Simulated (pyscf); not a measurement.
PySCF, gas phase, ωB97X-D3(BJ)/def2-SVP geometries. MP2 and CC: frozen core, UHF for open shells. ΔMP2 is the change of the MP2 total energy from the triple- to the quadruple-zeta basis.

Task: For the elementary gas-phase step H₃C–SiH: [singlet] + HCl -> CH₄ + :HSi–Cl [singlet] (singlet surface; C–Si, Cl–H broken, C–H, Cl–Si formed), what barrier and reaction energy does MP2/def2-QZVPP give, measured from the separated reactants?

Result: ΔE‡ = 2.8 kcal/mol, ΔE = -34.1 kcal/mol. CCSD(T)/def2-TZVPP + ΔMP2(QZVPP) gives 7.0 kcal/mol and -32.9 kcal/mol. Zero-point energy shifts the barrier by +1.4 kcal/mol. It is a four-centre exchange, with an imaginary mode of 1003i cm⁻¹. On the reactant side the descent ends in a complex, 7.4 kcal/mol under the separated species and 10.2 kcal/mol under the saddle at ωB97X-D3(BJ)/def2-TZVP. At ωB97X-D3(BJ) the barrier from the zero used here is 2.8 kcal/mol. The same reactants have a lower exit, to H₃C–Si:–Cl [singlet] + H₂ (barrier -2.3 kcal/mol at ωB97M-D3(BJ), against +4.3 kcal/mol here). This is the saddle that the search found; another between the same sides may lie lower. The CCSD(T) − MP2 part came from Ansatz, without density fitting, on the same reference.
